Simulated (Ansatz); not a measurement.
# C3H6S: the cost of one run

Method: RKS PBE-D4/def2-SVP, in Ansatz 0.2.0.

## Step 1: Starting point

Bond lengths: C1–C2 1.281 Å, C2–C3 1.480 Å, C3–S4 1.819 Å, C1–H5 1.107 Å, C1–H6 1.155 Å, C2–H7 1.103 Å, C3–H8 1.064 Å, C3–H9 1.128 Å, S4–H10 1.332 Å. Angles: C1–C2–C3 121.9°, C1–C2–H7 121.2°, C3–C2–H7 116.9°, C2–C1–H5 126.3°, C2–C1–H6 120.9°, H5–C1–H6 112.8°, C2–C3–S4 111.2°, C2–C3–H8 115.2°, C2–C3–H9 108.1°, S4–C3–H8 110.5°, S4–C3–H9 103.6°, H8–C3–H9 107.4°, C3–S4–H10 98.9°.

Coordinates:

```xyz
10

C    -1.2985    0.7949   -0.4834
C    -0.1999    0.5410    0.1236
C     0.7152   -0.5297   -0.3295
S     0.9004   -1.8187    0.9399
H    -1.6812    0.2845   -1.3878
H    -1.9859    1.6540   -0.1305
H     0.1189    1.1323    0.9986
H     0.4736   -0.9648   -1.2695
H     1.7515   -0.0922   -0.4165
H     1.2890   -1.0524    1.9582
```

## Step 2: End point A

input.yaml

```yaml
crystal:
  periodic: [false, false, false]
  atoms:
    - { symbol: C, position_ang: [-1.2985, 0.7949, -0.4834] }
    - { symbol: C, position_ang: [-0.1999, 0.541, 0.1236] }
    - { symbol: C, position_ang: [0.7152, -0.5297, -0.3295] }
    - { symbol: S, position_ang: [0.9004, -1.8187, 0.9399] }
    - { symbol: H, position_ang: [-1.6812, 0.2845, -1.3878] }
    - { symbol: H, position_ang: [-1.9859, 1.654, -0.1305] }
    - { symbol: H, position_ang: [0.1189, 1.1323, 0.9986] }
    - { symbol: H, position_ang: [0.4736, -0.9648, -1.2695] }
    - { symbol: H, position_ang: [1.7515, -0.0922, -0.4165] }
    - { symbol: H, position_ang: [1.289, -1.0524, 1.9582] }
basis:
  gaussian: { orbitals: def2-SVP }
hamiltonian:
  xc: pbe
  dispersion: d4
relax:
  f_tol: 0.02
  max_steps: 50
```

On the command line:

```sh
ansatz run input.yaml --threads 2 --pin off --max-ram 3072MiB --backend cpu --events-out ev --progress --plain --runs-dir out
```

What time and memory should one allow on 2 threads of Intel Xeon at 2.80GHz (Skylake/Cascade Lake), shared host?

About 8.1 s, with a peak of 0.14 GiB.
